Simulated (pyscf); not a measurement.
Structures and frequencies: ωB97X-D3(BJ)/def2-SVP in PySCF.

Question: Estimate the classical barrier height and the reaction energy of methane (CH₄) + H₃C–AlH–F -> H₃C–Al(CH₃)–F + hydrogen (H₂) at ωB97M-D3(BJ)/def2-TZVP. The step runs on the singlet surface, breaks C–H, Al–H and forms Al–C, H–H; take the separated reactants as zero.

Answer: ΔE‡ = 1.52 eV, ΔE = +0.23 eV. Zero-point energy shifts the barrier by -0.02 eV. It is a four-centre exchange, with an imaginary mode of 1434i cm⁻¹. On the reactant side the descent ends in a complex, 0.18 eV under the separated species and 1.64 eV under the saddle at ωB97X-D3(BJ)/def2-TZVP. At the saddle there is also a short Al–H contact that neither side keeps. This is the saddle that the search found; another between the same sides may lie lower.
